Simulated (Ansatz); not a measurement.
Born–Oppenheimer molecular dynamics of BClH$_{2}$ (4 atoms, charge 0, multiplicity 1). It starts from a relaxed structure.

Level of theory: Ansatz, RKS B3LYP-D4/def2-mTZVP.

* ensemble: NVT, Langevin thermostat
* time step: 0.5 fs
* steps asked: 150
* set temperature: 500 K
* friction: 0.001 /fs
* seed: 497691

First frame:

```xyz
4
Properties=species:S:1:pos:R:3
B 0.000 0.000 0.008
Cl 0.000 0.000 1.759
H 1.044 0.000 -0.548
H -1.044 0.000 -0.548
```

Problem. How far do the bonds stretch over the last three quarters of this one trajectory? (Pairs bonded in most of those frames.)

Solution. 
```tsv
bond	mean (Å)	spread (Å)	shortest	longest
B1–Cl2	1.761	0.009	1.74	1.78
B1–H3	1.186	0.024	1.14	1.23
B1–H4	1.183	0.030	1.13	1.24
```

Mean temperature of the second half: 409 K. The mean temperature of the second half is 18 % below the set value. A run of 0.075 ps of so small a system gives no equilibrium averages.

Run time: 3.1 min on 1 thread of Arm Neoverse N1, on a shared host, peak memory 0.084 GiB.
